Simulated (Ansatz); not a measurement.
**Smallest direct gap on the k points sampled of Hg₃O₂SO₄ (P3₁21, No. 152; cell taken from a computed entry) at several levels of theory**

No measured value is used here.

| level (code) | value (eV) |
|---|---|
| LDA (Ansatz) | 1.04 |
| PBEsol (Ansatz) | 1.08 |
| r²SCAN (Ansatz) | 1.44 |
| HSE06 (Ansatz) | 2.54 |
| PBE0 (Ansatz) | 3.27 |

At these levels the smallest gap is indirect and lower: LDA 0.64, PBEsol 0.67, r²SCAN 1.10, HSE06 2.20, PBE0 2.93 eV. Computed values are for a static lattice. Spin–orbit coupling is included only where a level's name says +SOC; with heavier elements it mostly lowers gaps and can invert bands.  Values are at the PBEsol cell. Cutoffs and k meshes differ between the levels. Ansatz's density-functional and Hartree–Fock values are scalar-relativistic unless marked +SOC, with PAW data made under PBE.

Ansatz is a first-principles code.
